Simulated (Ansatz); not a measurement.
Process, species as SMILES: [O]Cl (O-Cl) → ClO+ (triplet, bonded as [O]Cl) + e-
B3LYP-D3(BJ)/def2-TZVP geometries, fixed; electronic energies without zero-point terms.

Basis-set convergence of the adiabatic ionisation energy at PBE with Ansatz (a quantum-chemistry and plane-wave program). All functions are spherical. The program fits the integrals of some runs and decomposes those of others, by size. Open shells are unrestricted. No added dispersion term, no relativity. Functions are those of the species that has most. Reference: the value in aug-cc-pV(5+d)Z, 10.647 eV, itself unsure by roughly 0.003 eV (its mean distance from pcseg-4, aug-pcseg-3, aug-cc-pV(Q+d)Z). Deviations are taken from unrounded values.

```csv
basis,functions
pcseg-0,22
pcseg-1,32
aug-pcseg-1,50
pcseg-2,64
aug-pcseg-2,96
pcseg-3,124
aug-pcseg-3,174
pcseg-4,206
```

Q: Which is the smallest pcseg set listed that can be trusted to 0.05 eV here, that is, within that of the reference together with its larger relatives (same family, alike in diffuse functions; a set with none to test it counts only in the reference's own line)?

A: The smallest set listed that lies within 0.05 eV of the reference with all its larger relatives (same family, alike in diffuse functions; a set with none counts only in the reference's own line) is pcseg-2 (64 functions, 0.023 eV off). Value minus reference: pcseg-0 0.866, pcseg-1 0.115, aug-pcseg-1 0.179, pcseg-2 0.023, aug-pcseg-2 0.040, pcseg-3 -0.007, aug-pcseg-3 0.001, pcseg-4 -0.002 eV.
